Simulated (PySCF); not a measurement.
## Gas-phase acidity of acrylic acid

Parent: acrylic acid, `C=CC(=O)O` (C3H4O2). Atom numbers as in the mapped SMILES `[CH2:1]=[CH:2][C:3](=[O:4])[OH:5]`.

Computed at ωB97X-D3(BJ)/ma-def2-TZVP // PBE0-D3(BJ)/ma-def2-SVP with PySCF (density fitting, grid level 2). The prefix ma- adds one diffuse s and one diffuse p function on all atoms but H. Thermal corrections: PBE0-D3(BJ)/ma-def2-SVP frequencies, unscaled, ideal gas at 298.15 K and 1 bar, quasi-RRHO entropy.

```csv
site,product,ΔH(acid) / kJ/mol,ΔG(acid) / kJ/mol,gas share,above best in water / kJ/mol,"above best in 1,4-dioxane / kJ/mol"
O5 (acid OH oxygen),C=CC(=O)[O-],1445,1413,> 99.9 %,0.0,0.0
C2 (alkene carbon),C=[C-]C(=O)O,1610,1577,< 0.1 %,178.9,172.4
C1 (alkene carbon),[CH-]=CC(=O)O,1641,1609,< 0.1 %,207.0,202.7
```

ΔH and ΔG refer to AH → A⁻ + H⁺ in the gas phase. Shares are Boltzmann weights among the listed products; an error of 10 kJ/mol changes a ratio about 56-fold. Sites whose products fell apart, merged with another or lost in a GFN2-xTB screen aren't listed. Values in solvent are IEF-PCM free energies relative to the most favourable product.

Among these, O5 (acid OH oxygen) wins by 164 kJ/mol in gas-phase free energy over C2.

In water the product from O5 is solvated 247 kJ/mol more strongly than the parent (electrostatics only).

In 1,4-dioxane the product from O5 is solvated 134 kJ/mol more strongly than the parent (electrostatics only).

Measured values (NIST Chemistry WebBook, evaluated or the median of agreeing entries): deprotonation enthalpy (ΔH) 1440 kJ/mol (computed 1445, difference 5); gas-phase acidity (ΔG) 1411 kJ/mol (computed 1413, difference 2). These are compared with the most favourable site that keeps the skeleton.

Note: one E/Z form of each vinyl-type anion was tried, and another may lie lower.
